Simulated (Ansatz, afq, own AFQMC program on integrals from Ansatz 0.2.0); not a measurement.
Two steps: Ansatz 0.2.0 writes the Fock matrix and Cholesky factors of the valence space, and afq projects on them the lowest state that overlaps trial and start.

```yaml
crystal:
  periodic: [false, false, false]
  atoms:
    - {symbol: Al, position_ang: [0.000000, 0.000000, 0.352569]}
    - {symbol: Al, position_ang: [0.000000, 0.000000, -2.324369]}
    - {symbol: H, position_ang: [0.000000, 0.000000, 1.971799]}
basis:
  gaussian: {orbitals: cc-pVTZ}
magnetization: {spin_polarized: true, initial_magnetization: 1}
correlation: {method: ccsd_t, electrons: outside_noble_gas, hamiltonian_folder: ham}
```

```sh
$ ansatz run in.yaml --threads 1 --pin off --events-out ev --progress --plain --max-ram 15360MiB --backend cuda --devices 0, --max-vram 18GiB
```

Options of the walk:

```
--method free --trial cisd --walkers 1600 --time-step 0.03 --max-blocks 4000 --target-error 0.00032 --factor-cut 1e-05 --seed 8207 --times 0,0.3,0.6,1.2,1.8,2.4,3.6,4.8,6 --taylor-order 8
```

Times are imaginary, in 1/Eh. The walk had a cap of 121 s.

Log:

```
orbitals 72  electrons 4 3  factors 485 of 517
reference energy -484.36023879 Eh
CCSD correlation -0.14456840 Eh in 13 cycles, weight of the determinant in the CISD state 0.8524
repeat  energy at the last time / Eh  error
    10  -484.513314  0.000166
    20  -484.512873  0.000185
    30  -484.512898  0.000140
time / (1/Eh)  energy / Eh  error  mean overlap
  0.00  -484.504752  0.000026  1.1723
  0.30  -484.507558  0.000036  1.1725
  0.60  -484.509221  0.000034  1.1699
  1.20  -484.510913  0.000050  1.1750
  1.80  -484.511761  0.000067  1.1746
  2.40  -484.512114  0.000071  1.1811
  3.60  -484.512770  0.000085  1.1849
  4.80  -484.512908  0.000101  1.1980
  6.00  -484.512895  0.000135  1.2138
energy -484.512895 +/- 0.000135 Eh
```

The run passed its tests (error under three times the target), which doesn't prove that it has relaxed.

Against this walk (error 3.7 meV) on the same determinant: CCSD(T) 48.6 meV higher, CCSDT(Q) 6.6 meV lower (within the noise). The error is statistical, and a free projection of finite length keeps a remainder of its start.

Cautions: remainder of the start not in the error; an unrestricted solution with more broken spin lies lower (43 meV, ⟨S²⟩ 1.13).

The walk took 29 s on 2 threads of a server CPU with a shared H100 80 GB, shared host (the card was shared). The log's last line is the free-projection energy.

CCSDT and higher add their correlation energy to the determinant of the CCSD(T) run, since their own runs factorise the integrals more tightly (a shift of under 2 meV). A walk keeps the symmetry of its determinant, which the program's search chose and which needn't be the lowest solution, so a lower state of the same spin and another symmetry isn't excluded.
